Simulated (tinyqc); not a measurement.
Worked calculation (part 2 of 2): RHF in the sto-6g basis, for H2O, spin multiplicity 1. Computed by tinyqc, a small Python program that keeps every step (integrals from PySCF). Command: `OMP_NUM_THREADS=1 python tinyqc.py 29594 29595 out.jsonl` (the two numbers bound the seeds that draw the settings). One thread of a shared host (Intel(R) Xeon(R) Processor @ 2.60GHz), about 0.1 s of CPU time with the checks.

Geometry (angstrom):
```
atom         x          y         z
O     0.000000   0.000000  0.000000
H     0.000000   0.814000  0.549000
H     0.000000  -0.878000  0.592000
```

## Iteration 12 (converged): orbitals

converged F (hartree), order 1O 1s, 1O 2s, 1O 2px, 1O 2py, 1O 2pz, 2H 1s, 3H 1s:
$$\begin{pmatrix}
-20.497299 & -4.961919 & 0.000000 & -0.001739 & -0.026907 & -1.132445 & -0.949283 \\
-4.961919 & -2.318039 & 0.000000 & -0.019378 & -0.094596 & -0.966024 & -0.851975 \\
0.000000 & 0.000000 & -0.387886 & 0.000000 & 0.000000 & 0.000000 & 0.000000 \\
-0.001739 & -0.019378 & 0.000000 & -0.288864 & -0.018592 & -0.407229 & 0.380063 \\
-0.026907 & -0.094596 & 0.000000 & -0.018592 & -0.316153 & -0.330741 & -0.311883 \\
-1.132445 & -0.966024 & 0.000000 & -0.407229 & -0.330741 & -0.541594 & -0.295377 \\
-0.949283 & -0.851975 & 0.000000 & 0.380063 & -0.311883 & -0.295377 & -0.453395
\end{pmatrix}$$

X, order 1O 1s, 1O 2s, 1O 2px, 1O 2py, 1O 2pz, 2H 1s, 3H 1s:
$$\begin{pmatrix}
1.022646 & -0.136173 & 0.000000 & -0.001091 & -0.007655 & 0.020025 & 0.018178 \\
-0.136173 & 1.206521 & 0.000000 & 0.017538 & 0.086069 & -0.290602 & -0.240445 \\
0.000000 & 0.000000 & 1.000000 & 0.000000 & 0.000000 & 0.000000 & 0.000000 \\
-0.001091 & 0.017538 & 0.000000 & 1.102506 & 0.007041 & -0.225562 & 0.200076 \\
-0.007655 & 0.086069 & 0.000000 & 0.007041 & 1.039913 & -0.133003 & -0.114253 \\
0.020025 & -0.290602 & 0.000000 & -0.225562 & -0.133003 & 1.192130 & -0.066822 \\
0.018178 & -0.240445 & 0.000000 & 0.200076 & -0.114253 & -0.066822 & 1.149196
\end{pmatrix}$$

Diagonalise F' = X^T F X, C = X C', fill 5 alpha and 5 beta electrons from the bottom; D = 2 C_occ C_occ^T. Each column has its largest component positive (the first on a tie).

F' = X^T F X (hartree):
$$\begin{pmatrix}
-20.169570 & -2.506212 & 0.000000 & -0.000901 & -0.045038 & -0.192632 & -0.141088 \\
-2.506212 & -1.209198 & 0.000000 & 0.010911 & 0.104699 & -0.506293 & -0.434367 \\
0.000000 & 0.000000 & -0.387886 & 0.000000 & 0.000000 & 0.000000 & 0.000000 \\
-0.000901 & 0.010911 & 0.000000 & 0.000122 & -0.004093 & -0.468348 & 0.435853 \\
-0.045038 & 0.104699 & 0.000000 & -0.004093 & -0.194360 & -0.310161 & -0.285357 \\
-0.192632 & -0.506293 & 0.000000 & -0.468348 & -0.310161 & 0.012527 & -0.079275 \\
-0.141088 & -0.434367 & 0.000000 & 0.435853 & -0.285357 & -0.079275 & -0.005925
\end{pmatrix}$$

orbital energies (hartree): MO1 -20.500419, MO2 -1.239434, MO3 -0.598717, MO4 -0.432654, MO5 -0.387886, MO6 0.513505, MO7 0.691315

coefficients C, order 1O 1s, 1O 2s, 1O 2px, 1O 2py, 1O 2pz, 2H 1s, 3H 1s:
$$\begin{pmatrix}
0.996724 & -0.224376 & 0.011676 & 0.087658 & 0.000000 & 0.112351 & 0.029882 \\
0.015234 & 0.859919 & -0.066657 & -0.488456 & 0.000000 & -0.766921 & -0.230917 \\
0.000000 & 0.000000 & 0.000000 & 0.000000 & 1.000000 & 0.000000 & 0.000000 \\
0.000357 & 0.019217 & 0.597763 & -0.025714 & 0.000000 & 0.196639 & -0.953817 \\
0.002704 & 0.103136 & 0.038530 & 0.786762 & 0.000000 & -0.680374 & -0.160145 \\
-0.003653 & 0.164160 & 0.446217 & 0.267118 & 0.000000 & 0.597060 & 0.961849 \\
-0.003040 & 0.136846 & -0.437923 & 0.320795 & 0.000000 & 0.886599 & -0.580401
\end{pmatrix}$$

D after iteration 12, order 1O 1s, 1O 2s, 1O 2px, 1O 2py, 1O 2pz, 2H 1s, 3H 1s:
$$\begin{pmatrix}
2.103247 & -0.442713 & 0.000000 & 0.001538 & 0.097940 & -0.023699 & -0.021456 \\
-0.442713 & 1.965450 & 0.000000 & -0.021508 & -0.596275 & -0.038220 & -0.019747 \\
0.000000 & 0.000000 & 2.000000 & 0.000000 & 0.000000 & 0.000000 & 0.000000 \\
0.001538 & -0.021508 & 0.000000 & 0.716702 & 0.009568 & 0.526033 & -0.534789 \\
0.097940 & -0.596275 & 0.000000 & 0.009568 & 1.262247 & 0.488544 & 0.499243 \\
-0.023699 & -0.038220 & 0.000000 & 0.526033 & 0.488544 & 0.594847 & -0.174486 \\
-0.021456 & -0.019747 & 0.000000 & -0.534789 & 0.499243 & -0.174486 & 0.626845
\end{pmatrix}$$

## Convergence

Stop when the energy changes by less than 1e-08 hartree and every element of the error matrix X^T (F D S - S D F) X is below 3e-05.

Course of the cycle:
```
iteration   E (hartree)     change  largest element of the error matrix
1          -75.33581747          -                             4.48e-01
2          -75.64771920  -3.12e-01                             1.19e-01
3          -75.66644716  -1.87e-02                             3.84e-02
4          -75.66862288  -2.18e-03                             1.42e-02
5          -75.66894551  -3.23e-04                             5.55e-03
6          -75.66900469  -5.92e-05                             2.29e-03
7          -75.66901670  -1.20e-05                             9.88e-04
8          -75.66901923  -2.53e-06                             4.39e-04
9          -75.66901977  -5.40e-07                             1.98e-04
10         -75.66901988  -1.16e-07                             9.15e-05
11         -75.66901991  -2.48e-08                             4.26e-05
12         -75.66901992  -5.33e-09                             1.98e-05
```

PySCF RHF in the same basis = -75.66901992 hartree

Converged in 12 iterations.

## Populations, bond orders and dipole

overlap S, order 1O 1s, 1O 2s, 1O 2px, 1O 2py, 1O 2pz, 2H 1s, 3H 1s:
$$\begin{pmatrix}
1.000000 & 0.231145 & 0.000000 & 0.000000 & 0.000000 & 0.052386 & 0.043872 \\
0.231145 & 1.000000 & 0.000000 & 0.000000 & 0.000000 & 0.460807 & 0.412705 \\
0.000000 & 0.000000 & 1.000000 & 0.000000 & 0.000000 & 0.000000 & 0.000000 \\
0.000000 & 0.000000 & 0.000000 & 1.000000 & 0.000000 & 0.318389 & -0.294889 \\
0.000000 & 0.000000 & 0.000000 & 0.000000 & 1.000000 & 0.214737 & 0.198831 \\
0.052386 & 0.460807 & 0.000000 & 0.318389 & 0.214737 & 1.000000 & 0.193447 \\
0.043872 & 0.412705 & 0.000000 & -0.294889 & 0.198831 & 0.193447 & 1.000000
\end{pmatrix}$$

Mulliken: Z minus the diagonal of D S on the atom; Loewdin: the same with S^(1/2) D S^(1/2); Mayer order: 2 sum_s sum (D(s) S)_ij (D(s) S)_ji over the two atoms.

Charges (e):
```
atom   Mulliken    Loewdin
1O    -0.344400  -0.247039
2H     0.185368   0.129966
3H     0.159032   0.117073
```

Mayer bond orders:
```
pair     order
2-1   0.948659
3-1   0.957729
3-2   0.016980
```

dipole moment about the origin, x y z (debye): [0.000000, 0.034391, 1.635307]
